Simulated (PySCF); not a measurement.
Species: phosphaethyne, CHP.
SMILES: `C#P`

Level of theory: PySCF, PBE0-D3(BJ)/def2-SVP geometry optimisation, gas phase.

Take the most abundant isotopes and a rigid rotor. 

**Question.** What are the moment of inertia and the rotational constant?

**Answer.** I = 25.262 u·Å², B = 505379 MHz·u·Å²/I = 20006 MHz (0.6673 cm⁻¹, or 0.960 K as hB/k).

**Question.** List the first levels of a rigid rotor in a Σ state.

**Answer.** E(J) = BJ(J+1): J = 1: 1.335, J = 2: 4.004, J = 3: 8.008, J = 4: 13.346, J = 5: 20.020, J = 6: 28.027 cm⁻¹.

**Question.** Where do the first rotational lines fall?

**Answer.** The dipole is 0.51 D; J+1 ← J lies at 2B(J+1): 1 ← 0 at 40.01 GHz, 2 ← 1 at 80.02 GHz, 3 ← 2 at 120.03 GHz, 4 ← 3 at 160.05 GHz, 5 ← 4 at 200.06 GHz, 6 ← 5 at 240.07 GHz.

**Question.** Estimate the classical rotational partition function at 25 K, 50 K and 200 K.

**Answer.** Point group C∞v, symmetry number σ = 1; q = kT/(σhB), k/h = 20836.6 MHz/K: 26.0 at 25 K, 52.1 at 50 K, 208 at 200 K.

No PBE0-D3(BJ)/def2-SVP frequencies stand behind this structure, so it isn't proved a minimum. Zero-point vibration and centrifugal distortion are left out.

Hardware: one thread, AMD EPYC 9R45 (x86_64), no GPU, on a shared host. Cost: 1.0 s, 0.25 GiB resident at most. That covers the optimisation of the geometry.
